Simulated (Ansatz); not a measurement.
What a trial cell of Rb₂TlF₃ relaxes into

All numbers below come from Ansatz 0.2.0, DFT PBE, scalar-relativistic, plane waves, PAW. Cutoff 420 eV, Γ-centred k mesh, Gaussian smearing, no spin polarisation in the final step.

Rb₂TlF₃ was placed on the sites of a reported ZrCo3B2 cell (P6/mmm, No. 191), with Tl in place of Zr, Rb in place of B, F in place of Co, at a guessed volume.

```
Rb Tl F
1.0
     6.37938    0.00000    0.00000
    -3.18969    5.52470    0.00000
     0.00000    0.00000    3.99187
Rb Tl F
2 1 3
Direct
  0.33333 0.66667 0.00000
  0.66667 0.33333 0.00000
  0.00000 0.00000 0.00000
  0.50000 0.00000 0.50000
  0.50000 0.50000 0.50000
  0.00000 0.50000 0.50000
```

Cell and atoms relax at zero pressure; the relaxation can't lower the symmetry of the start.

Formation energies are uncorrected and refer to the elements' standard structures at the same level (F₂ as a molecule).

Task: What does it relax into?

Result: It keeps P6/mmm (No. 191). Conventional cell: a = 6.958 Å, c = 3.749 Å. Rb has 6 F at 2.75 Å; Tl has 2 Tl at 3.75 Å, 12 F at 3.95 Å and 6 Rb at 4.02 Å; around F lie 4 Rb at 2.75 Å.

```cif
data_structure
_symmetry_space_group_name_H-M 'P6/mmm'
_symmetry_Int_Tables_number 191
_cell_length_a 6.9582
_cell_length_b 6.9582
_cell_length_c 3.7492
_cell_angle_alpha 90.000
_cell_angle_beta 90.000
_cell_angle_gamma 120.000
_cell_volume 157.20
loop_
_atom_site_label
_atom_site_type_symbol
_atom_site_symmetry_multiplicity
_atom_site_Wyckoff_symbol
_atom_site_fract_x
_atom_site_fract_y
_atom_site_fract_z
_atom_site_occupancy
Rb1 Rb 2 c 0.33333 0.66667 0.00000 1
Tl1 Tl 1 a 0.00000 0.00000 0.00000 1
F1 F 3 g 0.50000 0.00000 0.50000 1
```

Task: What are its volume, energy, density and gap?

Result: The volume per atom is 26.20 Å³ and the density is 4.57 g/cm³. The energy over the elements is -2.016 eV/atom. The gap on the 6×6×8 mesh is 0.75 eV.

The final run used a 6×6×8 mesh on its 6-atom cell and 0.02 eV smearing. Spin–orbit coupling is left out. Symmetry constrained the relaxation, so the result can be a saddle point.

Cost: 3 runs of about 3.4 core-minutes in all, on Intel Xeon Processor @ 2.50GHz (Skylake/Cascade Lake) (shared hosts).